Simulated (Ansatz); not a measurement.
Process, species as SMILES: O=C (CH2-O) → CH2O+ (doublet, bonded as O=C) + e-
B3LYP-D3(BJ)/def2-TZVP geometries, fixed; electronic energies without zero-point terms.

Effect of a fitting basis named in the input at HF/cc-pVTZ with Ansatz (a program for electronic structure), against the last row, where the adiabatic ionisation energy is 9.42 eV. Open shells are unrestricted. The default fits or decomposes integrals by the program's own choice; accuracy: high also tightens integrals, grids and stops.

```tsv
setting	largest shift of a total energy (mEh)	shift of the adiabatic ionisation energy (eV)
fitting: def2-SV(P)-JKFIT	0.050	0.000
fitting: def2-universal-JKFIT	0.050	0.000
fitting: cc-pVTZ-JKFIT	0.071	0.000
fitting: cc-pVQZ-JKFIT	0.007	0.000
fitting: cc-pV5Z-JKFIT	0.003	0.000
accuracy: high	-0.002	0.000
accuracy: medium (default)	0.000	0.000
```

Within 0.002 eV in the adiabatic ionisation energy: fitting: def2-SV(P)-JKFIT; fitting: def2-universal-JKFIT; fitting: cc-pVTZ-JKFIT; fitting: cc-pVQZ-JKFIT; fitting: cc-pV5Z-JKFIT; accuracy: high. The largest shift is 0.071 mEh in a total energy and 0.000 eV in the difference.
